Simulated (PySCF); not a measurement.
## How close is B3LYP for H2CN?

Measured values to reproduce: a(14N N2) 28.6 MHz [2]; a(1H H3/H4) 244.8 MHz [2]; a(13C C1) 81.1 MHz [2]. Sources and the comparison follow the method.

Species: H2CN (doublet state).
Structure used (PBE0-D3(BJ)/def2-SVP), in Å, numbered top down from 1:
```xyz
4
CH2N angstrom
C     -0.014    0.005   -0.012
N      1.216   -0.166   -0.005
H     -0.720   -0.850   -0.004
H     -0.462    1.020   -0.024
```

As a line formula: H2CN, `C=[N]` [radical].

The calculation used UKS B3LYP, IGLO-III on C N, pcH-1 on H, non-relativistic, mean-field spin-orbit, GIAO (PySCF).

```
 nucleus  computed a_iso (MHz)  published  in MHz  difference of magnitudes (MHz)                               source
  14N N2                  22.8     9.11 G    25.5                            -2.7  [1] equilibrium geometry, as quoted
  13C C1                 -70.4   -27.56 G   -77.3                            -6.9  [1] equilibrium geometry, as quoted
1H H3/H4                 241.0    78.69 G   220.6                           +20.4  [1] equilibrium geometry, as quoted
  14N N2                  22.8   28.6 MHz    28.6                            -5.8                                  [2]
1H H3/H4                 241.0  244.8 MHz   244.8                            -3.8                                  [2]
  13C C1                 -70.4   81.1 MHz    81.1                           -10.7                                  [2]
```

Values published in field units are turned into MHz with the computed g_iso.

Sources: [1] computed, CCSD(T)/CBS, gas; Giner, Tenti, Angeli, Ferre, Computation of the isotropic hyperfine coupling constant: efficiency and insights from a new approach based on wave function theory, J. Chem. Theory Comput.. [2] measured; Vogler, Dietschreit, Peters, Ochsenfeld, Accurate hyperfine coupling constants including electron correlation and dynamic contributions (in Vogler's thesis, LMU Munich).

In relative terms the largest miss is 14N N2, by 20 %. The measured numbers hold vibrational averaging and, outside the gas phase, effects of the matrix or solvent; the computed ones belong to one rigid, isolated geometry and carry the errors of functional and basis. An EPR spectrum gives magnitudes, so published signs often rest on theory.

Largest spin populations (Mulliken): N2 (+0.99), C1 (-0.21), H3 (+0.11) and H4 (+0.11). No atom but N2 exceeds +0.15. The positive populations add up to 1.21 and the negative ones to -0.21, together 2S = 1.

⟨S²⟩ = 0.7605 against the exact 0.7500, so spin contamination is small.

Time: 4.7 s wall. Hardware: one thread, Arm Neoverse V1, no GPU (shared host).
